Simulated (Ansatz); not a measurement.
This geometry of AlH₃MgS (6 atoms, charge 0, multiplicity 1) is a first-order saddle point.

Level of theory: UKS PBE/def2-SVP in Ansatz.

```xyz
6
Properties=species:S:1:pos:R:3
Mg -1.723 -0.657 -1.053
Al -0.001 -1.564 1.239
S 1.303 1.127 1.240
H -2.890 -0.407 -2.342
H 0.794 0.913 -0.020
H 2.517 0.588 0.936
```

Question: Which two structures does it join? (They come from a converged band through this point; their orientation in space is the band's.)

Answer: Bonds broken: Al2–H5. Bonds formed: S3–H5.

Initial state:

```xyz
6
Properties=species:S:1:pos:R:3
Mg -1.901 -0.513 -1.154
Al 0.447 0.425 -0.121
S 1.108 -0.544 1.772
H -3.380 -1.110 -1.800
H 1.471 1.565 -0.625
H 2.255 0.177 1.928
```

Final state:

```xyz
6
Properties=species:S:1:pos:R:3
Mg -1.744 -0.675 -0.790
Al -0.270 -1.392 1.570
S 1.117 0.345 0.620
H -2.691 -0.292 -2.206
H 1.291 1.259 -0.412
H 2.296 0.755 1.218
```

Question: How far does it lie above each of them?

Answer: 53.1 kcal/mol above the first and 5.8 kcal/mol above the second. This is the barrier of this one path; another mechanism may lie lower.

Time of the run: 7.9 min on 2 threads of Arm Neoverse V1, with other jobs on the host, peak memory 0.16 GiB.
